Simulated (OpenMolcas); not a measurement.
# Two attempts at BOF (fluoro(oxo)borane)

Wanted: energy and forces of BOF (fluoro(oxo)borane), S12h/pc-0 (RICD fitting, C-PCM toluene).

The results are computed with OpenMolcas 26.06.

10 further runs of the same task are left out: 1 that didn't finish, 9 set aside as unsound or not needed.

### Step 1. Starting point

The species is BOF (3 atoms), meant as a singlet with charge 0. SMILES: `O=BF`. The coordinates come from a PBE0-D4/def2-TZVP relaxation.

Bond lengths: O1–B2 1.206 Å, B2–F3 1.282 Å. Angles: O1–B2–F3 180.0°.

### Step 2. First attempt

mol.inp reads:

```
* BFO Kohn-Sham DFT

&GATEWAY
 Coord
 3
 angstrom
 O        0.983100      -0.565100       0.479900
 B        0.020300      -0.011600       0.009900
 F       -1.003400       0.576800      -0.489800
 Basis = pc-0
 Group = NoSym
 RICD
 RF-Input
 PCM-Model
 Solvent=toluene
 Conductor
 End of RF-Input

&SEWARD

&SCF
 KSDFT = S12H
 PrOrbitals = 1 1

&ALASKA
```

On the command line:

```sh
$ export MOLCAS_MEM=2
$ pymolcas mol.inp > mol.log
```

Output:

```text
--- Start Module: gateway ---

                                              &GATEWAY

                       available to each process: 2.0 MB of memory, 1 thread

---------------------------------------------------------------------------------------------
  Nr.	 Label		Type		Offset		Length	   Atime	  Address
---------------------------------------------------------------------------------------------
  1	FILETABL    	CHAR	-76959753274120	       26929           5	[0xaaaad679d060]
  2	DBSC        	CHAR	    -273781592	     1456001          58	[0xf0a95ce9c010]
---------------------------------------------------------------------------------------------
Maximal available memory for Molcas = 517070
 ?mma_allo_?D: error: out-of-memory
 label: Shells
  available (kB):          517
  required  (kB):          792

--- Stop Module: gateway /rc=-6 ---

.########################.
.# Non-zero return code #.
.########################.

    Timing: Wall=0.03 User=0.02 System=0.01
```

Wall time 0.2 s (1 thread of Arm Neoverse V2, shared host).

### Step 3. Diagnosis

The run ended with an error.

The log says `?mma_allo_?D: error: out-of-memory`. What is wrong: too little memory is allowed.

### Step 4. Second attempt

mol.input reads:

```
&GATEWAY
 Coord
 3
 angstrom
 O        0.983100      -0.565100       0.479900
 B        0.020300      -0.011600       0.009900
 F       -1.003400       0.576800      -0.489800
 Basis=pc-0
 Group=NoSym
 RICD
 RF-Input
 PCM-Model
 Solvent=toluene
 Conductor
 End of RF-Input

&SEWARD

&SCF
 KSDFT=S12H
 PrOrbitals=1

&ALASKA
```

On the command line:

```sh
$ export MOLCAS_MEM=1860
$ pymolcas mol.input > mol.log
```

Output:

```text
--- Start Module: gateway ---
[...]
--- Stop Module: gateway /rc=_RC_ALL_IS_WELL_ ---
[...]
      Basis functions           27
[...]
--- Start Module: scf ---
[...]
       Convergence after  11 Iterations
[...]
::    Total KS-DFT energy                            -199.3449826713
[...]
      Total spin, S                                     0.0000000000
[...]
      Total electronic charge=   22.000000
      Total            charge=   -0.000000
[...]
      Dipole Moment (debye):
      Origin of the operator (angstrom)=   -0.0677    0.0390   -0.0331
                   X= -1.6041E+00               Y=  9.2178E-01               Z= -7.8267E-01           Total=  2.0088E+00
      Quadrupole Moment (debye*angstrom):
[...]
--- Stop Module: scf /rc=_RC_ALL_IS_WELL_ ---
[...]
--- Start Module: alaska ---
[...]
 *              Molecular gradients               *
 **************************************************
  Irreducible representation: a
 ------------------------------------------------------------------------------------------
                              X                       Y                       Z
 ------------------------------------------------------------------------------------------
  O1               -2.85843628152680E-02    1.63367958674803E-02   -1.39829620580034E-02
  B2                4.40143815045912E-03   -2.37005348476993E-03    2.04547198342020E-03
  F3                2.41829246648013E-02   -1.39667423827028E-02    1.19374900745788E-02
 ------------------------------------------------------------------------------------------
--- Stop Module: alaska /rc=_RC_ALL_IS_WELL_ ---
[...]
```

It took 2.6 s on 1 thread of Arm Neoverse V2, shared host.

### Step 5. Summary of results

Level: S12h/pc-0 (RICD fitting, C-PCM toluene).

| quantity | value |
| --- | --- |
| total energy | -199.34498 Eh |
| dipole moment | 2.01 D |
| HOMO energy | -10.37 eV |
| LUMO energy | 1.67 eV |
| HOMO–LUMO gap | 12.04 eV |
| largest force on an atom | 1.839 eV/Å |

What this shows: Mulliken charges run from -0.39 on O1 to +0.57 on B2; they depend strongly on the basis. The largest force is 1.84 eV/Å: the shape isn't a stationary point for this species at this level.
